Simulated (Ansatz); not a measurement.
Input for Ansatz (development build ahead of 0.2.0):

```yaml
crystal:
  periodic: [false, false, false]
  atoms:
    - { symbol: C, position_ang: [-0.00686, -0.00386, -0.00617] }
    - { symbol: H, position_ang: [1.09859, 0.00637, 0.00542] }
    - { symbol: H, position_ang: [-0.55244, 0.9588, 0.00963] }
    - { symbol: H, position_ang: [-0.55128, -0.95865, 0.00965] }
basis:
  gaussian: { orbitals: STO-3G }
total_charge: 1
hamiltonian:
  xc: hf
correlation:
  method: mp2
  frozen_orbitals: { C: 1, H: 0 }
```

The input is written out in the form of the current development build from the run's settings.

Output:

```
Converged                       : yes
Reference energy                : -38.77869 hartree
Correlation energy              : -0.04147 hartree
Total energy                    : -38.82016 hartree
Spin squared of the determinant : 0.000
```
